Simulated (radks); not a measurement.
**Cl³⁺ in [Ne] 3s2 3p2: an all-electron calculation**

The task here is to estimate one member of a computed series from the others.

Program: radks (a radial shooting solver on a logarithmic mesh, Libxc functionals) version 1. Level of theory: non-relativistic Kohn-Sham, PBEsol, spin-unpolarised, spherical densities, point nucleus. These are calculated values, not measurements, unless marked.

## What is computed

```
element       : chlorine (Z = 17)
charge        : +3
electrons     : 14
configuration : [Ne] 3s2 3p2
```

Outer shells as boxes (Hund's rule):

Cl³⁺
```
[Ne] core
3s [↑↓]
3p [↑ ][↑ ][  ]
```

The first run:

Input:

```text
Z 17
configuration [Ne] 3s2 3p2 4s0 3d0
relativity non-relativistic
functional pbe_sol,pbe_sol
spin unpolarised
nucleus point
```

Command:

```console
python run_ks.py task.json out
```

All runs below come from this command, one after another.

Among the steps run: Self-consistent calculation.

One table of the session follows, with a row left open; its other results are not shown here.

It belongs to the step «Orbitals and density». Sizes of the orbitals, from the radial functions (bohr):

```
level      <r>  outermost maximum (interpolated)  90 % within  nodes
   1s  0.09150                            0.0600        0.163      0
   2s   0.4460                             0.364        0.697      1
   2p   0.4065                             0.302        0.674      0
   3s    1.401                              1.23         2.08      2
   3p    1.518                              1.31         2.29      1
   3d    1.815                              1.46         2.88      0
   4s        ?                                 ?            ?      ?
```

Q: Estimate the row for 4s from the others.

As computed: <r>: 3.294; outermost maximum (interpolated): 3.10; 90 % within: 4.71; nodes: 3. In the column «<r>» it is the highest.

Limits of these values: Spin polarisation and multiplet splitting are left out.
